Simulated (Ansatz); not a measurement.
# C2H2OS2: the cost of one run

Computed with Ansatz 0.2.0, Gaussian basis. Level: the settings change from run to run.

## (1) The molecule

An earlier PBE0-D4 in a triple-zeta def2 set relaxation fixed the geometry.

SMILES `O=CSC=S`, 7 atoms, charge 0, spin multiplicity 1.

Atoms are counted from 1 here; the program's logs count them from 0.

Bond lengths: O1–C2 1.193 Å, C2–S3 1.785 Å, C2–H6 1.104 Å, S3–C4 1.732 Å, C4–S5 1.608 Å, C4–H7 1.091 Å. Angles: O1–C2–S3 125.9°, O1–C2–H6 123.7°, S3–C2–H6 110.3°, C2–S3–C4 100.7°, S3–C4–S5 123.9°, S3–C4–H7 112.2°, S5–C4–H7 123.9°.

## (2) wB97/6-31G*

Set apart from the defaults: atoms shaken by 0.03 Å, high accuracy.

The input, in.yaml:

```yaml
crystal:
  periodic: [false, false, false]
  atoms:
    - {symbol: O, position_ang: [-1.478240, -0.987173, 0.391956]}
    - {symbol: C, position_ang: [-0.649703, -0.596594, 1.143017]}
    - {symbol: S, position_ang: [0.765774, 0.383744, 0.718910]}
    - {symbol: C, position_ang: [0.581725, 0.499704, -1.017535]}
    - {symbol: S, position_ang: [1.594723, 1.323143, -1.986468]}
    - {symbol: H, position_ang: [-0.690817, -0.724399, 2.202569]}
    - {symbol: H, position_ang: [-0.279337, 0.035100, -1.392387]}
basis:
  gaussian: {orbitals: "6-31G*"}
hamiltonian: {xc: {name: wB97}}
accuracy: high
output: {forces: true}
```

Started as:

```bash
> ansatz run in.yaml --threads 2 --pin off --events-out ev --progress --plain --max-ram 4352MiB
```

Q: Estimate wall time and peak memory on 2 threads of Arm Neoverse V2, shared host.

About 16 s, with a peak of 0.43 GiB.
